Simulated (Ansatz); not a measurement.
# Molecular dynamics of F2

input.yaml

```yaml
crystal:
  periodic: [false, false, false]
  atoms:
    - { symbol: F, position_ang: [-0.584399, 0.212572, -0.295185] }
    - { symbol: F, position_ang: [0.584399, -0.212572, 0.295185] }
magnetization:
  spin_polarized: true
basis:
  gaussian: { orbitals: def2-SVP }
hamiltonian:
  xc: pbe0
  dispersion: d4
md:
  timestep: 1.0
  n_steps: 150
  ensemble: nvt_langevin
  temperature: 500.0
  initial_velocities: maxwell_boltzmann
  seed: 405957
  friction: 0.005
```

Command:

```bash
$ ansatz run input.yaml --threads 1 --pin off --max-ram 2048MiB --backend cpu --events-out ev --progress --plain --runs-dir out
```

It starts from a relaxed structure.

Output, in part (one step line in 6, the closing report, with atoms numbered from 0):

```
md step     0: t =     0.00 fs  T =   250.0 K  F+E_penalty+E_count = -5419.30580638 eV  E_kin = 0.064630 eV  (28 SCF iters)
md step     6: t =     6.00 fs  T =   206.7 K  F+E_penalty+E_count = -5419.28428910 eV  E_kin = 0.053440 eV  (25 SCF iters)
md step    12: t =    12.00 fs  T =   197.9 K  F+E_penalty+E_count = -5419.29022458 eV  E_kin = 0.051150 eV  (25 SCF iters)
md step    18: t =    18.00 fs  T =   250.7 K  F+E_penalty+E_count = -5419.30125967 eV  E_kin = 0.064818 eV  (29 SCF iters)
md step    24: t =    24.00 fs  T =   115.3 K  F+E_penalty+E_count = -5419.27313832 eV  E_kin = 0.029806 eV  (21 SCF iters)
md step    30: t =    30.00 fs  T =   233.1 K  F+E_penalty+E_count = -5419.30562071 eV  E_kin = 0.060273 eV  (28 SCF iters)
md step    36: t =    36.00 fs  T =   128.7 K  F+E_penalty+E_count = -5419.28613550 eV  E_kin = 0.033273 eV  (25 SCF iters)
md step    42: t =    42.00 fs  T =   169.6 K  F+E_penalty+E_count = -5419.29448853 eV  E_kin = 0.043833 eV  (25 SCF iters)
md step    48: t =    48.00 fs  T =   310.7 K  F+E_penalty+E_count = -5419.30546670 eV  E_kin = 0.080314 eV  (30 SCF iters)
md step    54: t =    54.00 fs  T =   290.7 K  F+E_penalty+E_count = -5419.29484124 eV  E_kin = 0.075145 eV  (20 SCF iters)
md step    60: t =    60.00 fs  T =   414.2 K  F+E_penalty+E_count = -5419.30580287 eV  E_kin = 0.107090 eV  (25 SCF iters)
md step    66: t =    66.00 fs  T =   483.5 K  F+E_penalty+E_count = -5419.29179494 eV  E_kin = 0.124999 eV  (29 SCF iters)
md step    72: t =    72.00 fs  T =   611.5 K  F+E_penalty+E_count = -5419.28797632 eV  E_kin = 0.158085 eV  (22 SCF iters)
md step    78: t =    78.00 fs  T =   457.5 K  F+E_penalty+E_count = -5419.30347484 eV  E_kin = 0.118281 eV  (25 SCF iters)
md step    84: t =    84.00 fs  T =   330.6 K  F+E_penalty+E_count = -5419.30067189 eV  E_kin = 0.085466 eV  (25 SCF iters)
md step    90: t =    90.00 fs  T =   263.9 K  F+E_penalty+E_count = -5419.30247397 eV  E_kin = 0.068229 eV  (25 SCF iters)
md step    96: t =    96.00 fs  T =   298.6 K  F+E_penalty+E_count = -5419.30180217 eV  E_kin = 0.077197 eV  (25 SCF iters)
md step   102: t =   102.00 fs  T =   250.7 K  F+E_penalty+E_count = -5419.29292968 eV  E_kin = 0.064823 eV  (21 SCF iters)
md step   108: t =   108.00 fs  T =   237.7 K  F+E_penalty+E_count = -5419.30494170 eV  E_kin = 0.061462 eV  (25 SCF iters)
md step   114: t =   114.00 fs  T =   212.9 K  F+E_penalty+E_count = -5419.29641801 eV  E_kin = 0.055044 eV  (25 SCF iters)
md step   120: t =   120.00 fs  T =   157.8 K  F+E_penalty+E_count = -5419.28150788 eV  E_kin = 0.040788 eV  (19 SCF iters)
md step   126: t =   126.00 fs  T =   269.7 K  F+E_penalty+E_count = -5419.30382394 eV  E_kin = 0.069712 eV  (25 SCF iters)
md step   132: t =   132.00 fs  T =   206.7 K  F+E_penalty+E_count = -5419.29412908 eV  E_kin = 0.053428 eV  (25 SCF iters)
md step   138: t =   138.00 fs  T =   210.5 K  F+E_penalty+E_count = -5419.29155295 eV  E_kin = 0.054414 eV  (30 SCF iters)
md step   144: t =   144.00 fs  T =   185.3 K  F+E_penalty+E_count = -5419.30415177 eV  E_kin = 0.047901 eV  (25 SCF iters)
md step   150: t =   150.00 fs  T =   121.2 K  F+E_penalty+E_count = -5419.30262896 eV  E_kin = 0.031321 eV  (29 SCF iters)
Total energy: -5419.30263162 eV, -199.1556983769 hartree
Atom 0 at    -0.378002     0.336812    -0.525431 Å, force    -0.043751     0.348821    -0.386019 eV/Å
Atom 1 at    -0.263688    -0.574582     0.483154 Å, force     0.043751    -0.348821     0.386019 eV/Å
Dipole moment:    -0.000000    -0.000000     0.000000 e Å
```

The run went to its last step. The mean temperature of the second half is 49 % below the set value. A run of 0.15 ps of so small a system gives no equilibrium averages.

The same pairs are bonded in the first frame and the last. Pairs count as bonded within 1.25 times the sum of covalent radii (0.12 Å more for H–H).

Last frame:

```xyz
2
Properties=species:S:1:pos:R:3
F -0.378 0.337 -0.525
F -0.264 -0.575 0.483
```

Run time: 35 s on 1 thread of Intel(R) Xeon(R) 6975P-C (Granite Rapids), on a shared host, peak memory 0.096 GiB.
